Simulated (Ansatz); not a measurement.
A made-up structure of AlH4S2 (charge +1), closed shell:

Al1  (-0.865, 0.134, -0.868)
S2  (-0.280, -0.144, 1.508)
S3  (0.935, -1.218, 0.133)
H4  (-2.024, -0.881, -1.100)
H5  (-0.938, -0.730, 2.544)
H6  (0.517, 0.939, 1.622)
H7  (1.919, -0.300, 0.032)
(Å)

It is relaxed with PBE-D4/def2-SVP and then PBE0-D4/def2-TZVP (Ansatz 0.2.0). Atoms count as bonded within 1.22 times the sum of their covalent radii (H–H: 0.88 Å). The end point is not checked to be a true minimum.

Task: Does its bonding change? (A judgement: the text doesn't fix the answer.)

Result: By the calculation: Yes. Formed: none; broken: S2–S3.

Where it ends: The first stage lowers the energy by 5.51 eV in 27 steps. It ends as AlH₄S₂ ([SH][AlH][SH2]), total charge +1:
```xyz
7
angstrom
Al -0.5349 -0.5956 -0.3729
S -0.4115 -0.4867 2.0379
S 1.3935 -0.6084 -1.2844
H -2.0346 -0.6584 -0.7830
H -1.5713 0.1728 2.2474
H 0.3561 0.6188 2.1457
H 2.0677 -0.6430 -0.1191
```

Labels in which every atom is bracketed show which atoms are joined, not bond orders.

For scale, one of the runs: PBE0-D4/def2-TZVP relaxation, 135 basis functions, launched by `ansatz run in.yaml --threads 2 --pin off --events-out ev --progress --plain --max-ram 4352MiB`. Hardware: 2 CPU threads of an Intel Xeon Platinum 8259CL, shared host. Wall time about 28 s.
